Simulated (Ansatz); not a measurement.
**Worked example: correlation energy of OF₂, singlet**

Geometry: a PBE0/def2-TZVP stationary point for this spin, not checked as a minimum.

```xyz
3

F     0.0000   -0.2521    1.0873
O     0.0000    0.5988    0.0000
F     0.0000   -0.2521   -1.0873
```

Basis cc-pVDZ; Ansatz 0.2.0. Only valence electrons are correlated (noble-gas cores frozen), which leaves 20 electrons in 39 orbitals. R marks a restricted (for open shells ROHF) determinant.

Full CI isn't at hand for all of this; RCCSDT(Q) serves as the reference, and is uncertain by about the last step of the cluster series.

Runs differ by some tens of microhartree through their thresholds, so steps under 0.03 kcal/mol mean nothing.

```tsv
level	total energy (hartree)
RHF	-273.466884
RMP2	-274.043492
RCCSD	-274.054290
RCCSD(T)	-274.069370
RCCSDT	-274.069897
RCCSDT(Q)	-274.072371
```

Problem. What is the correlation energy at RCCSDT(Q), and what share of it do RMP2 and RCCSD recover?

Solution. E(corr) = -274.072371 − (-273.466884) = -0.605487 hartree = -16.476 eV. RMP2: -0.576608 / -0.605487 = 95.23 %. RCCSD: -0.587406 / -0.605487 = 97.01 %.

Problem. By how many kcal/mol does RCCSD(T) miss RCCSDT(Q) (1 hartree = 627.509 kcal/mol), and which steps make up the rest?

Solution. -274.069370 − (-274.072371) = 0.003001 hartree = 1.88 kcal/mol. Steps: RCCSDT − RCCSD(T) = -0.33, RCCSDT(Q) − RCCSDT = -1.55 kcal/mol. Differences between like states or geometries often cancel part of this.
